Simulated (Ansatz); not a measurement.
Si(OMe)H3 (CH₆OSi). The state is a triplet with charge 0. Geometry PBE0-D4/def2-TZVP, that of the neutral singlet; atoms count from 1.

```tsv
atom	x (Å)	y (Å)	z (Å)
Si1	-0.260	1.213	-0.441
O2	0.731	-0.090	-0.305
C3	0.362	-1.247	0.408
H4	0.160	-1.023	1.462
H5	1.189	-1.957	0.359
H6	-0.527	-1.720	-0.025
H7	-1.541	0.839	-1.105
H8	0.471	2.212	-1.254
H9	-0.585	1.773	0.901
```

At PBE0-D4/def2-TZVP a singlet of charge 0 lies 6.62 eV below the triplet at the same geometry.

Question: Estimate the Mulliken populations from the PBE0/def2-TZVP orbitals of Ansatz.

Answer: 
```
atom  charge (e)  spin (α − β)
 Si1       -0.50          1.09
  O2        0.08          0.47
  C3       -0.13         -0.08
  H4        0.13          0.11
  H5        0.12          0.03
  H6        0.13          0.12
  H7        0.08          0.14
  H8        0.01         -0.04
  H9        0.08          0.14
```
Mulliken values and Mayer orders depend strongly on the basis.

Question: Where does the spin sit?

Answer: Summed by element: Si 1.09, O 0.47, C -0.08, H 0.51, of 2 unpaired in all. Largest on single atoms: Si1 1.09, O2 0.47, H7 0.14.

Question: And the Mayer bond orders between bonded heavy atoms (over 0.3)?

Answer: Si1–O2 0.70 (1.64 Å); O2–C3 0.98 (1.41 Å).
